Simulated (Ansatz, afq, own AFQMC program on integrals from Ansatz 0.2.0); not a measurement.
**Atomization energy of ZrS, triplet**

```yaml
atoms:
  - { symbol: Zr, position_ang: [0.0000, 0.0000, 0.0000] }
  - { symbol: S, position_ang: [0.0000, 0.0000, 2.1829] }
```

Atoms in their ground-state spins without spin–orbit coupling (mostly on UHF) minus the molecule (ROHF), without zero-point energy. The geometry is a stationary point, not shown to be a minimum.

Basis def2-SVP with its core potentials. Only valence electrons are correlated. Ansatz 0.2.0 and our own AFQMC program on the same integrals; the CISD trial comes from CCSD amplitudes, and released means the phaseless constraint is let go. Error bars are statistical, one sigma. No spin–orbit coupling. The metal's outer-core s and p shells are frozen, which shifts wave-function levels against functionals. The errors of all members are added in quadrature.

No full CI on the walks' own integrals is used here; CCSDT(Q) serves as the reference and is uncertain by about the last step of the cluster series. Each member takes its own surest rung, up to full CI.

Errors are counted within def2-SVP, not against nature.

Cautions: no spin-orbit coupling; outer-core shells of the metal frozen; ZrS (triplet): another spin lies lower, a spin-contaminated unrestricted determinant lies lower (UHF 127 meV lower, ⟨S²⟩ 2.05), raised T1 diagnostic (T1 0.043, weight of the determinant 0.86, largest double 0.07), (T) is large, 7 % of the CCSD correlation, CCSDT(Q) on the UHF determinant differs (91 meV lower), by its state or its frozen core; Zr (triplet): its ph-AFQMC/CISD value lies 21.6 ± 1.1 meV above full CI.

| level | atomization energy (kcal/mol) |
| --- | --- |
| MP2 | 120.1 |
| HF | 72.9 |

Q: From these cheaper values, estimate the atomization energy at the reference level in def2-SVP.

A: 113.4 kcal/mol (CCSDT(Q) in def2-SVP).

```csv
level,atomization energy (kcal/mol),error against CCSDT(Q) (kcal/mol)
CCSD,106.9,-6.5
CCSD(T),114.0,0.7
CCSDT,113.8,0.4
ph-AFQMC/CISD,113.8 ± 0.1,0.4 ± 0.1
released AFQMC,113.9 ± 0.2,0.6 ± 0.2
```

Correlation beyond CCSD(T) takes off 0.7 kcal/mol. The perturbative (T) step is worth +7.2 kcal/mol.

A walk keeps the symmetry of its determinant, which the program's search chose and which needn't be the lowest solution, so a lower state of the same spin and another symmetry isn't excluded. Released energies are given only where the last usable release times agree within the noise; a slower fall can still hide under it.
